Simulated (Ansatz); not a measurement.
**Heat of formation of C2H4S (thiirane) from total energies**

C2H4S has 7 atoms, charge 0, and is taken as a singlet. As SMILES, `C1CS1`. The shape is that of a PBE0-D4/def2-TZVP optimisation.

Total energies at B3LYP/6-31G* (spherical functions) (Ansatz 0.2.0); the atoms run unrestricted:

| species | state | energy (Eh) |
| --- | --- | --- |
| C2H4S | singlet | -476.778380 |
| C | triplet | -37.844694 |
| S | triplet | -398.101916 |
| H | doublet | -0.500273 |

Harmonic wavenumbers at PBE0-D4/def2-TZVP, in cm⁻¹: 667, 717, 835, 902, 963, 1043, 1075, 1159, 1190, 1464, 1490, 3140, 3141, 3222, 3236.

Measured heats of formation of the gaseous atoms at 298.15 K, in kJ/mol: C 716.9, S 277.0, H 218.0. Spin-orbit lowering of the atoms at 298 K (mean of the ground term's levels less their thermal mean, from spectra), in kJ/mol: C 0.02, S 1.88. Take 1 Eh = 2625.50 kJ/mol, 1 cm⁻¹ = 0.0119627 kJ/mol, RT = 2.479 kJ/mol.

Task: Work out the heat of formation of the gas at 298 K.

Result: 
1. Electronic atomisation energy: 2 × (-37.844694) + (-398.101916) + 4 × (-0.500273) − (-476.778380) = 0.985984 Eh = 2588.7 kJ/mol.
2. Zero-point energy: half the sum of the wavenumbers, 12122 cm⁻¹ = 145.0 kJ/mol.
3. Thermal vibrational enthalpy, Σ hcν̃/(exp(hcν̃/kT) − 1): 1.3 kJ/mol. Translation, rotation and pV of a non-linear molecule: 4 RT = 9.9 kJ/mol.
4. The 7 free atoms carry 5/2 RT each: 43.4 kJ/mol.
5. Spin-orbit coupling lowers the free atoms by 2 × 0.02 + 1.88 = 1.9 kJ/mol.
6. Atomisation enthalpy at 298 K: 2588.7 − 1.9 − 145.0 − 1.3 − 9.9 + 43.4 = 2474.0 kJ/mol.
7. Sum of the atoms' heats of formation: 2582.8 kJ/mol. Heat of formation: 2582.8 − 2474.0 = +108.8 kJ/mol.

The tabulated value is +82.0 kJ/mol (CRC Handbook of Chemistry and Physics), so this level is off by +26.8 kJ/mol, or 1.1 % of the atomisation enthalpy that the table implies (2500.7 kJ/mol). Anharmonicity and any spin-orbit splitting of the molecule are left out.
